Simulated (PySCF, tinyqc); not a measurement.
Worked calculation: RKS/PBE0 in the sto-3g basis, for CH2, spin multiplicity 1. The lowest restricted solution is unstable here: a spin-polarised one lies 0.0401 hartree lower (PySCF). One step of it, computed by the program tinyqc.

Task: Iteration 1: diagonalisation and new density. Diagonalise F' = X^T F X, C = X C', fill 4 alpha and 4 beta electrons from the bottom; D = 2 C_occ C_occ^T. Each column has its largest component positive (the first on a tie).

Kohn-Sham matrix F (hartree):
```
            1C 1s      1C 2s    1C 2px     1C 2py     1C 2pz      2H 1s      3H 1s
1C 1s   -8.917397  -2.495680  0.000000   0.000000   0.019128  -0.548545  -0.548545
1C 2s   -2.495680  -0.758587  0.000000   0.000000  -0.065400  -0.359703  -0.359703
1C 2px   0.000000   0.000000  0.395346   0.000000   0.000000   0.000000   0.000000
1C 2py   0.000000   0.000000  0.000000   0.203132   0.000000  -0.156648   0.156648
1C 2pz   0.019128  -0.065400  0.000000   0.000000   0.424849  -0.081156  -0.081156
2H 1s   -0.548545  -0.359703  0.000000  -0.156648  -0.081156  -0.165013  -0.103391
3H 1s   -0.548545  -0.359703  0.000000   0.156648  -0.081156  -0.103391  -0.165013
```

X:
```
            1C 1s      1C 2s    1C 2px     1C 2py     1C 2pz      2H 1s      3H 1s
1C 1s    1.026880  -0.151773  0.000000   0.000000  -0.009648   0.025098   0.025098
1C 2s   -0.151773   1.252521  0.000000   0.000000   0.098082  -0.309932  -0.309932
1C 2px   0.000000   0.000000  1.000000   0.000000   0.000000   0.000000   0.000000
1C 2py   0.000000   0.000000  0.000000   1.177238   0.000000  -0.282831   0.282831
1C 2pz  -0.009648   0.098082  0.000000   0.000000   1.042144  -0.133648  -0.133648
2H 1s    0.025098  -0.309932  0.000000  -0.282831  -0.133648   1.222272  -0.031626
3H 1s    0.025098  -0.309932  0.000000   0.282831  -0.133648  -0.031626   1.222272
```

Give: F' = X^T F X; orbital energies; coefficients C; D after iteration 1.

Result:

F' = X^T F X (hartree):
```
        1       2      3       4       5       6       7
1  -8.695  -1.430  0.000   0.000   0.003  -0.073  -0.073
2  -1.430  -0.046  0.000   0.000   0.065  -0.275  -0.275
3   0.000   0.000  0.395   0.000   0.000   0.000   0.000
4   0.000   0.000  0.000   0.480   0.000  -0.302   0.302
5   0.003   0.065  0.000   0.000   0.496  -0.148  -0.148
6  -0.073  -0.275  0.000  -0.302  -0.148   0.110  -0.048
7  -0.073  -0.275  0.000   0.302  -0.148  -0.048   0.110
```

orbital energies (hartree): MO1 -8.928, MO2 -0.267, MO3 -0.138, MO4 0.324, MO5 0.395, MO6 0.687, MO7 0.776

coefficients C:
```
           MO1     MO2     MO3     MO4    MO5     MO6     MO7
1C 1s    0.990  -0.179   0.000  -0.202  0.000  -0.162   0.000
1C 2s    0.042   0.442   0.000   0.901  0.000   0.886   0.000
1C 2px   0.000   0.000   0.000   0.000  1.000   0.000   0.000
1C 2py   0.000   0.000   0.341   0.000  0.000   0.000   1.196
1C 2pz   0.002   0.082   0.000  -0.574  0.000   0.892   0.000
2H 1s   -0.009   0.444   0.568  -0.412  0.000  -0.675  -0.737
3H 1s   -0.009   0.444  -0.568  -0.412  0.000  -0.675   0.737
```

D after iteration 1:
```
         1C 1s   1C 2s  1C 2px  1C 2py  1C 2pz   2H 1s   3H 1s
1C 1s    2.105  -0.438   0.000   0.000   0.206  -0.011  -0.011
1C 2s   -0.438   2.017   0.000   0.000  -0.961  -0.351  -0.351
1C 2px   0.000   0.000   0.000   0.000   0.000   0.000   0.000
1C 2py   0.000   0.000   0.000   0.232   0.000   0.387  -0.387
1C 2pz   0.206  -0.961   0.000   0.000   0.673   0.547   0.547
2H 1s   -0.011  -0.351   0.000   0.387   0.547   1.381   0.088
3H 1s   -0.011  -0.351   0.000  -0.387   0.547   0.088   1.381
```
